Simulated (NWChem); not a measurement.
# SO, triplet; SMILES O=S

```xyz
2

O      0.0000     0.0000    -0.9954
S      0.0000     0.0000     0.5064
```
Atoms are numbered in this order, from 1.

Computed with NWChem. Spin-unrestricted. Geometry: optimised at PBE0/def2-SVP, spin-unrestricted. No stability test was run on the SCF state. Vzz is the largest principal value of the second derivative of the potential at the nucleus (NWChem prints the opposite sign); η is the asymmetry. Non-relativistic.

Q: What does the run give for PBE/cc-pVTZ? Quantities: Vzz O1 (a.u.); η O1; Vzz S2 (a.u.); η S2.

A: 
```yaml
Vzz O1 (a.u.): 0.723
"η O1": 0.00
Vzz S2 (a.u.): 0.955
"η S2": 0.00
```
